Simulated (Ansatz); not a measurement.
Coupled-cluster diagnostics for the cluster Al₂Si, Ansatz.

Geometry of the singlet (B3LYP-D4/def2-TZVP):

```xyz
3

Al    0.5732    1.7127    1.9435
Al   -0.0257   -0.0808   -0.0901
Si   -0.5475   -1.6319   -1.8534
```

Correlated methods freeze 15 core orbitals. Another isomer (triplet) lies 1.89 eV lower at PBE0-D4/def2-TZVP; other spin states weren't run for this one.

**Question.** Estimate the CCSD(T) correlation energy, the shares of MP2 and (T), T1 and the reference's ⟨S²⟩ for: charge 0, singlet, own geometry in def2-TZVPP; and the rough time on 4 threads of Arm Neoverse V2 on a shared host.

**Answer.** 
```csv
state,basis,correlation (eV),MP2 share (%),(T) share (%),T1,⟨S²⟩ (pure),wall time,remarks
"charge 0, singlet, own geometry",def2-TZVPP,-7.113,77.0,6.3,0.032,0.00 (0.00),3.1 s,"large T1, restricted SCF unstable"
```
Customary marks for T1 are 0.02 (closed shells), 0.045 (open shells) and about 0.05 (3d metals). T1 exceeds 0.02 in 1 of 1 rows and 0.045 in 0; the higher it lies, the less the single-reference result can be trusted.
